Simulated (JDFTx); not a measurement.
Part of a log of a modified build of JDFTx for formaldehyde, CH2O (SMILES C=O), charge 0, multiplicity 1 (PBE, GBRV ultrasoft potentials, plane waves to 20/100 Ha):

```
unit cell volume = 4720.04
Chosen fftbox size, S = [  84  84  70  ]
unit cell volume = 4720.04
Chosen fftbox size, S = [  80  80  60  ]
  'C' pseudopotential, 'SLA  PW   PBE  PBE' functional
  4 valence electrons, 2 orbitals, 4 projectors, 721 radial grid points, with lMax = 1
  'O' pseudopotential, 'SLA  PW   PBE  PBE' functional
  6 valence electrons, 2 orbitals, 5 projectors, 737 radial grid points, with lMax = 2
  'H' pseudopotential, 'SLA  PW   PBX  PBC' functional
  1 valence electrons, 1 orbitals, 2 projectors, 615 radial grid points, with lMax = 0
Initialized 3 species with 4 total atoms.
Folded 1 k-points by 1x1x1 to 1 k-points.
nElectrons:  12.000000   nBands: 6   nStates: 1
average nbasis = 20125.000 , ideal nbasis = 20164.363
Correction to mu due to finite nuclear width = -0.00252252
   Cavity determined by nc: 0.00037 and sigma: 0.6
   Effective cavity tension: 5.4e-06 Eh/bohr^2 to account for cavitation and dispersion.
[...]
	Linear fluid (dielectric constant: 78.4, screening length: 4.0613 Bohr) occupying 0.910238 of unit cell:	Completed after 26 iterations
[... later lines of the fluid solver are left out ...]
ElecMinimize: Iter:   0  Etot: -22.936902058289341  |grad|_K:  9.322e-05  alpha:  1.000e+00
ElecMinimize: Iter:   1  Etot: -22.937957952790086  |grad|_K:  6.689e-05  alpha:  1.006e+00  linmin: -2.581e-03
ElecMinimize: Iter:   2  Etot: -22.938324527187870  |grad|_K:  3.687e-05  alpha:  6.763e-01  linmin: -3.724e-05
[... lines cut ...]
ElecMinimize: Iter:   8  Etot: -22.938501025049199  |grad|_K:  1.055e-06  alpha:  9.486e-01  linmin:  5.324e-03
ElecMinimize: Iter:   9  Etot: -22.938501125286329  |grad|_K:  6.621e-07  alpha:  7.523e-01  linmin:  1.166e-02
ElecMinimize: Iter:  10  Etot: -22.938501153155254  |grad|_K:  4.171e-07  alpha:  5.455e-01  linmin:  4.541e-02
ElecMinimize: Iter:  11  Etot: -22.938501162366581  |grad|_K:  1.779e-07  alpha:  4.864e-01  linmin: -2.467e-01
ElecMinimize: Converged (|Delta Etot|<1.000000e-07 for 2 iters).

# Energy components:
   A_diel =       -0.0072905075226263
   Eewald =        6.0238861052608437
       EH =       24.8229610395880691
     Eloc =      -62.3837436869803739
      Enl =        3.0570578236905601
      Exc =       -6.1146957992026802
 Exc_core =        0.0987250381820780
       KE =       11.5645988246175442
-------------------------------------
     Etot =      -22.9385011623665811


	eMin: -0.982990 at state 0 ( [ +0.000000 +0.000000 +0.000000 ] spin 0 )
	HOMO: -0.222882 at state 0 ( [ +0.000000 +0.000000 +0.000000 ] spin 0 )
```

Problem. Which solvation model was used?
A. nonlinear PCM (GLSSA13)
B. SCCS (anion parameters)
C. linear PCM (GLSSA13)
D. linear PCM without cavity terms (LA12)

Solution. C, linear PCM (GLSSA13). The liquid was water (dielectric constant 78.4), 2 M NaF.
